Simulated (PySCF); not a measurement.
Single point on BO

State: quartet, unpaired electrons σ ↑, π ↑↑, a mixture of terms (⟨Lz²⟩ = 2.0), a second solution, started from another occupation.

An equivalent input (the run itself took its basis sets from the Basis Set Exchange, started from a PBE0 density and held the occupation σ 5α 4β, πx 1α 1β, πy 2α 0β):

```python
from pyscf import gto, dft
mol = gto.M(atom='B 0 0 0; O 0 0 1.203', basis={'B': 'def2-TZVPPD', 'O': 'def2-TZVPPD'},
            charge=0, spin=3, verbose=4, symmetry='C2v')
mf = dft.UKS(mol, xc='PBE0')
mf.grids.atom_grid = (80, 434)
mf.grids.prune = dft.gen_grid.treutler_prune
mf.irrep_nelec = {'A1': (5, 4), 'B1': (1, 1), 'B2': (2, 0)}
mf.conv_tol = 1e-9
mf.max_cycle = 60
mf.diis_space = 10
mf.kernel()
```

The log (some set-up lines and the per-cycle HOMO/LUMO lines removed):

```
******** <class 'pyscf.dft.uks_symm.SymAdaptedUKS'> ********
method = SymAdaptedUKS
damping factor = 0
level_shift factor = 0
DIIS = <class 'pyscf.scf.diis.CDIIS'>
diis_start_cycle = 1
diis_space = 10
diis_damp = 0
SCF conv_tol = 1e-09
SCF conv_tol_grad = None
SCF max_cycles = 60
number electrons alpha = 8  beta = 5
Set gradient conv threshold to 3.16228e-05
init E= -99.7023586150202
cycle= 1 E= -99.7048452484653  delta_E= -0.00249  |g|= 0.00284  |ddm|= 0.0262
cycle= 2 E= -99.7048471757397  delta_E= -1.93e-06  |g|= 0.00165  |ddm|= 0.00396
cycle= 3 E= -99.7048478924501  delta_E= -7.17e-07  |g|= 0.000798  |ddm|= 0.00129
cycle= 4 E= -99.7048481114474  delta_E= -2.19e-07  |g|= 6.81e-05  |ddm|= 0.000492
cycle= 5 E= -99.7048481138859  delta_E= -2.44e-09  |g|= 1.18e-05  |ddm|= 9.28e-05
cycle= 6 E= -99.7048481139993  delta_E= -1.13e-10  |g|= 2.93e-06  |ddm|= 2.42e-05
Extra cycle  E= -99.7048481140075  delta_E= -8.21e-12  |g|= 1.39e-06  |ddm|= 4.83e-06
converged SCF energy = -99.7048481140075  <S^2> = 3.7534571  2S+1 = 4.0017282
```

Repeating this along the bond gives Re = 1.403 Å and ωe = 1216 cm⁻¹.

A point of this curve took 1.4 CPU seconds beside 0.42 for the integrals, on Intel Xeon Platinum 8259CL @ 2.50GHz (shared host).

Counting both spins, an empty level lies below a filled one in this solution, because spin and occupation are held.
